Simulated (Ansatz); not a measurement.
# Al2H+ (triplet): the correlation ladder, def2-TZVPP

The task here is to estimate one member of a computed series from the others.

Method: def2-TZVPP, core rule «outside noble gas», up to 10 orbitals frozen; program: Ansatz 0.2.0, Gaussian basis.

The runs, in order: UHF; ROHF; CCSD(T) on UHF.

**What is computed**

The geometry is a PBE0/def2-TZVP stationary point (not a proven minimum) of the parent state, kept for this charge and spin.

3 atoms, charge 1, spin multiplicity 3.

Atoms are counted from 1 here; the program's logs count them from 0.

Bond lengths: Al1–Al2 2.360 Å, Al1–H3 1.583 Å. Angles: Al2–Al1–H3 180.0°.

Set-up of the first run:

in.yaml

```yaml
crystal:
  periodic: [false, false, false]
  atoms:
    - {symbol: Al, position_ang: [0.000000, 0.000000, 0.259056]}
    - {symbol: Al, position_ang: [0.000000, 0.000000, -2.101360]}
    - {symbol: H, position_ang: [0.000000, 0.000000, 1.842303]}
basis:
  gaussian: {orbitals: def2-TZVPP}
total_charge: 1
magnetization: {spin_polarized: true, initial_magnetization: 2}
hamiltonian: {xc: hf}
output: {orbitals: {seedname: orbitals}}
```

On the command line:

```console
ansatz run in.yaml --threads 1 --pin off --events-out ev --progress --plain --max-ram 4096MiB --backend cpu
```

Among the steps run: UHF; ROHF; CCSD(T) on UHF.

One table of the session follows, with a row left open; its other results are not shown here.

It belongs to the step «Misses and costs». 

| method | from UCCSD(T) (meV) |
| --- | --- |
| ROHF | +3106.3 |
| UHF | +3007.6 |
| UMP2 | ? |
| UCCSD | +103.9 |
| UCCSD(T) | 0 |

**Question.** Estimate the row for UMP2.

As computed: from UCCSD(T) (meV): +781.3. In the column «from UCCSD(T) (meV)» it lies between UCCSD (+103.9) and UHF (+3007.6).
